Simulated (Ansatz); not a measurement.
Input for Ansatz (development build ahead of 0.2.0):

```yaml
crystal:
  periodic: [false, false, false]
  atoms:
    - { symbol: H, position_ang: [-0.02461, 0.00192, 1.51726] }
    - { symbol: C, position_ang: [0.04953, -0.00429, 0.37301] }
    - { symbol: C, position_ang: [1.43339, -0.04564, -0.0959] }
    - { symbol: C, position_ang: [-0.73286, 1.29812, -0.06387] }
    - { symbol: C, position_ang: [-0.7744, -1.27393, -0.09] }
    - { symbol: H, position_ang: [1.48396, -0.01544, -1.1608] }
    - { symbol: H, position_ang: [1.955, 0.86854, 0.24302] }
    - { symbol: H, position_ang: [1.96963, -0.92089, 0.23663] }
    - { symbol: H, position_ang: [-0.7231, 1.31415, -1.1602] }
    - { symbol: H, position_ang: [-1.75394, 1.32911, 0.26277] }
    - { symbol: H, position_ang: [-0.25, 2.17811, 0.31118] }
    - { symbol: H, position_ang: [-0.76048, -1.30329, -1.147] }
    - { symbol: H, position_ang: [-0.26295, -2.16434, 0.23484] }
    - { symbol: H, position_ang: [-1.79762, -1.31384, 0.24602] }
basis:
  gaussian: { orbitals: "6-31G" }
hamiltonian:
  xc: hf
correlation:
  method: mp2
  frozen_orbitals: { C: 1, H: 0 }
```

The input is written out in the form of the current development build from the run's settings.

Results

- Converged: yes
- Reference energy: -157.22361 hartree
- Correlation energy: -0.37119 hartree
- Total energy: -157.59480 hartree
- Spin squared of the determinant: 0.000
